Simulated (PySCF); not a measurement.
allene (C3H4), SMILES C=C=C.

Geometry optimised at PBE0-D3(BJ)/def2-TZVP.

Two levels are set side by side: PBE/def2-TZVPD (PySCF) and B3LYP/def2-TZVPD (PySCF). Same geometry, gas phase. Differences are taken from unrounded values.

```
quantity                     B3LYP    PBE  PBE minus B3LYP
---------------------------  -----  -----  ---------------
orbital gap (eV)              7.51   5.81            -1.70
highest occupied level (eV)  -7.51  -6.56             0.95
lowest empty level (eV)       0.00  -0.75            -0.75
mean polarisability (bohr³)   40.9   41.2              0.3
```

PBE's occupied levels lie high since its potential decays too fast outside the molecule; exact exchange lowers them and widens the gap. Differences between two approximate levels are no errors against the true value.

Rough cost on one machine, each run with all the roots and properties that it gave: B3LYP against PBE within a factor of 2.
